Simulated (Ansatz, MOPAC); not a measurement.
Species: C$_{2}$H$_{7}$S, net charge 1, singlet state. SMILES: [SH2+]CC

Atoms: C1, C2, S3, H4, H5, H6, H7, H8, H9, H10. Bonds: C1-C2, C1-H7, C1-H8, C1-H9, C2-S3, C2-H5, C2-H6, S3-H4, S3-H10.

Bond lengths (Å) and angles (degrees) optimised at PM7 with MOPAC; MNDO with MOPAC; B3LYP/LANL2DZ with Ansatz (a first-principles code); MP2/6-31G* with Ansatz, each started from the B3LYP-D3(BJ)/def2-TZVP structure (Ansatz) of the last column. A row stands for all coordinates that are equal there; 12 of 22 kinds are shown. 6-31G* holds six Cartesian d functions. No wavenumbers were computed at MNDO, B3LYP/LANL2DZ, MP2/6-31G*, so these may be saddle points.

```json
[
 {"coordinate": "C1-C2", "PM7": "1.516", "MNDO": "1.528", "B3LYP/LANL2DZ": "1.523", "MP2/6-31G*": "1.522", "B3LYP-D3(BJ)/def2-TZVP": "1.518"},
 {"coordinate": "C1-H7", "PM7": "1.111", "MNDO": "1.110", "B3LYP/LANL2DZ": "1.099", "MP2/6-31G*": "1.092", "B3LYP-D3(BJ)/def2-TZVP": "1.091"},
 {"coordinate": "C1-H8", "PM7": "1.100 to 1.121", "MNDO": "1.108 to 1.112", "B3LYP/LANL2DZ": "1.093 to 1.095", "MP2/6-31G*": "1.092", "B3LYP-D3(BJ)/def2-TZVP": "1.090"},
 {"coordinate": "C2-S3", "PM7": "1.811", "MNDO": "1.786", "B3LYP/LANL2DZ": "1.991", "MP2/6-31G*": "1.842", "B3LYP-D3(BJ)/def2-TZVP": "1.857"},
 {"coordinate": "C2-H5", "PM7": "1.115", "MNDO": "1.110", "B3LYP/LANL2DZ": "1.092", "MP2/6-31G*": "1.091", "B3LYP-D3(BJ)/def2-TZVP": "1.087"},
 {"coordinate": "S3-H4", "PM7": "1.337", "MNDO": "1.320", "B3LYP/LANL2DZ": "1.380", "MP2/6-31G*": "1.347", "B3LYP-D3(BJ)/def2-TZVP": "1.353"},
 {"coordinate": "S3-H10", "PM7": "1.338", "MNDO": "1.320", "B3LYP/LANL2DZ": "1.379", "MP2/6-31G*": "1.346", "B3LYP-D3(BJ)/def2-TZVP": "1.352"},
 {"coordinate": "C1-C2-S3", "PM7": "110.3", "MNDO": "112.1", "B3LYP/LANL2DZ": "109.0", "MP2/6-31G*": "109.2", "B3LYP-D3(BJ)/def2-TZVP": "109.4"},
 {"coordinate": "C2-C1-H7", "PM7": "110.4", "MNDO": "108.7", "B3LYP/LANL2DZ": "106.8", "MP2/6-31G*": "107.6", "B3LYP-D3(BJ)/def2-TZVP": "107.6"},
 {"coordinate": "C2-C1-H8", "PM7": "114.2", "MNDO": "111.6", "B3LYP/LANL2DZ": "113.1", "MP2/6-31G*": "112.1", "B3LYP-D3(BJ)/def2-TZVP": "112.0"},
 {"coordinate": "C2-C1-H9", "PM7": "114.2", "MNDO": "111.7", "B3LYP/LANL2DZ": "112.6", "MP2/6-31G*": "112.0", "B3LYP-D3(BJ)/def2-TZVP": "112.1"},
 {"coordinate": "C1-C2-H5", "PM7": "109.9", "MNDO": "111.3", "B3LYP/LANL2DZ": "114.6", "MP2/6-31G*": "113.1", "B3LYP-D3(BJ)/def2-TZVP": "113.8"}
]
```

A range marks coordinates that this level makes unequal.

Mean signed difference of all 9 bond lengths from B3LYP-D3(BJ)/def2-TZVP: PM7 0.002 Å, MNDO -0.003 Å, B3LYP/LANL2DZ 0.024 Å, MP2/6-31G* -0.001 Å.
